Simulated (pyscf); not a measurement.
Four-centre exchange: H₃Si–SeH (SMILES [SiH3][SeH]) + H₂ (SMILES [H][H]) → H₃Si–SeH (SMILES [SiH3][SeH]) + H₂ (SMILES [H][H])

Gas phase, singlet surface, charge 0. Bonds broken: Si2–H4, H7–H8. Bonds formed: Si2–H7, H4–H8. Optimised with ωB97X-D3(BJ)/def2-SVP in PySCF.

Transition state (Å):

```xyz
8

Se    -0.0662     1.8734    -0.0820
Si    -0.1551    -0.3786     0.2746
H      1.1707     2.0355     0.6919
H     -1.0453    -1.4599     1.3052
H      0.0465    -1.3522    -0.8265
H      0.9949    -0.5055     1.2413
H     -1.8123    -0.2146    -0.1605
H     -1.6553    -0.9036     0.6873
```

One imaginary mode, 1739i cm⁻¹; descent along it reached the two sides named.

| bond | change | reactant side (Å) | saddle | product side |
|---|---|---|---|---|
| Si2–H4 | breaks | 1.487 | 1.739 | 3.3 |
| H7–H8 | breaks | 0.762 | 1.104 | 2.9 |
| Si2–H7 | forms | 3.3 | 1.721 | 1.488 |
| H4–H8 | forms | 3.1 | 1.031 | 0.760 |

Electronic energies relative to the separated reactants (kcal/mol):

```csv
level,barrier,reaction energy,reverse barrier
ωB97X-D3(BJ)/def2-TZVP,64.5,0.0,64.5
PBE/def2-TZVP,56.2,0.0,56.2
r²SCAN/def2-TZVP,59.1,0.0,59.1
B3LYP-D3(BJ)/def2-TZVP,63.0,0.0,63.0
PBE0-D3(BJ)/def2-TZVP,58.8,0.0,58.8
M06-2X/def2-TZVP,66.5,0.0,66.5
ωB97M-D3(BJ)/def2-TZVP,63.6,0.0,63.6
HF/def2-TZVP,80.6,0.0,80.6
```

With ωB97M-D3(BJ)/def2-TZVP energies and thermal terms (ideal gas, 1 atm, RRHO with modes under 100 cm⁻¹ raised to 100, one conformer, R ln 2 for chiral ones without a mode under 150 cm⁻¹), in kcal/mol:

```json
[
 {"T (K)": "298", "ΔH‡": "64.3", "ΔG‡": "72.7", "ΔH": "0.0", "ΔG": "0.0"},
 {"T (K)": "600", "ΔH‡": "63.3", "ΔG‡": "81.6", "ΔH": "0.0", "ΔG": "0.0"},
 {"T (K)": "900", "ΔH‡": "63.0", "ΔG‡": "90.8", "ΔH": "0.0", "ΔG": "0.0"},
 {"T (K)": "1200", "ΔH‡": "63.2", "ΔG‡": "100.1", "ΔH": "0.0", "ΔG": "0.0"}
]
```

At the saddle there is also a short H–Si contact that neither side keeps. The same reactants have a lower exit, to H₂Se + SiH₄ (barrier +56.9 kcal/mol at ωB97M-D3(BJ)/def2-TZVP, against +63.6 kcal/mol here). One saddle was located; it need not be the lowest between these sides. Elements up to Kr have no core potential and no relativistic terms here.
